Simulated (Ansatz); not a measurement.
A nudged elastic band was laid between two geometries of FH + H3Si (6 atoms, charge 0, multiplicity 2).

The calculation used Ansatz 0.2.0, UKS PBE0/6-31G*.

- movable images: 9
- climbing image: yes
- spring: 5.0 eV/Å²
- optimiser: quadratic models (default)
- start path: through a guess of the saddle point
- force threshold: 0.05 eV/Å
- iteration limit: 60
- end points: relaxed

Initial state:

```xyz
6
Properties=species:S:1:pos:R:3
Si -0.134 0.250 -0.277
H -0.244 0.152 2.716
H 1.353 0.251 -0.242
H -0.645 1.043 -1.432
H -0.683 -1.133 -0.293
F 0.354 -0.563 2.709
```

Final state:

```xyz
6
Properties=species:S:1:pos:R:3
Si 0.017 0.015 -0.292
H -0.046 -0.034 2.333
H 1.448 0.129 -0.677
H -0.778 1.202 -0.705
H -0.593 -1.262 -0.747
F -0.048 -0.051 3.269
```

What changes between the two ends?

No bond is made or broken.

Give the energies along the band, and the barrier.

The forces met the threshold. The highest image is number 10 of 0 to 10, 0.062 eV above the first end and 0.000 eV above the last; the last end lies 0.062 eV above the first. The highest image is an end point: on this band no image between the ends rises above it. Between wells the path still climbs a hump at image 3, 0.04 eV above the well before it.

| image | path coordinate (Å) | energy (eV) |
| --- | --- | --- |
| 0 | 0.00 | 0.000 |
| 1 | 0.39 | 0.010 |
| 2 | 0.79 | 0.029 |
| 3 | 1.18 | 0.039 |
| 4 | 1.57 | 0.032 |
| 5 | 1.96 | 0.013 |
| 6 | 2.36 | 0.014 |
| 7 | 2.75 | 0.034 |
| 8 | 3.14 | 0.053 |
| 9 | 3.54 | 0.061 |
| 10 | 3.58 | 0.062 |

Time of the run: 3.1 min on 1 thread of Arm Neoverse V2 (shared host), peak memory 0.1 GiB.
